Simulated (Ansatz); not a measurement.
Geometry optimisation, RKS r2SCAN/def2-SVP in Ansatz 0.2.0.

input.yaml

```yaml
crystal:
  periodic: [false, false, false]
  atoms:
    - { symbol: "N", position_ang: [1.1114, 1.4412, 0.411] }
    - { symbol: C, position_ang: [1.5072, 0.2927, 0.5929] }
    - { symbol: S, position_ang: [0.7534, -1.0955, -0.1734] }
    - { symbol: C, position_ang: [-0.8817, -0.6796, 0.0068] }
    - { symbol: O, position_ang: [-1.3137, 0.3109, -0.9372] }
    - { symbol: H, position_ang: [0.2503, 1.4599, -0.236] }
    - { symbol: H, position_ang: [1.83022, 1.91435, 0.99497] }
    - { symbol: H, position_ang: [-1.523, -1.5614, -0.1976] }
    - { symbol: H, position_ang: [-1.1802, -0.3263, 1.0645] }
    - { symbol: H, position_ang: [-1.0591, -0.0306, -1.7684] }
basis:
  gaussian: { orbitals: def2-SVP }
hamiltonian:
  xc: r2scan
relax:
  f_tol: 0.02
  max_steps: 50
output:
  orbitals: {}
```

Launched with:

```bash
$ ansatz run input.yaml --threads 2 --pin off --max-ram 3072MiB --backend cpu --events-out ev --progress --plain --runs-dir out
```

Q: Where does it end, and by what steps?

A: The run converged. After 10 steps the energy has fallen by 1.967 eV; H6 moved furthest, 0.48 Å.

```csv
step,energy less start (eV),largest force component (eV/Å),accepted
0,0.0000,6.813,yes
1,-1.3288,2.103,yes
2,-1.7156,2.462,yes
3,-1.7700,1.098,yes
4,-1.9278,0.612,yes
5,-1.9537,0.373,yes
6,-1.9451,0.337,no
7,-1.9660,0.092,yes
8,-1.9668,0.038,yes
9,-1.9668,0.034,yes
10,-1.9670,0.013,yes
```

```xyz
10
Properties=species:S:1:pos:R:3
N 1.146 1.331 0.458
C 1.748 0.156 0.396
S 0.788 -1.214 0.058
C -1.005 -0.695 -0.028
O -1.252 0.356 -0.924
H 0.162 1.515 0.229
H 1.716 2.151 0.653
H -1.573 -1.617 -0.259
H -1.311 -0.343 0.971
H -0.925 0.085 -1.795
```

The run took 18 s on 2 threads of Intel(R) Xeon(R) 6975P-C (Granite Rapids), with other jobs on the host, peak memory 0.19 GiB.
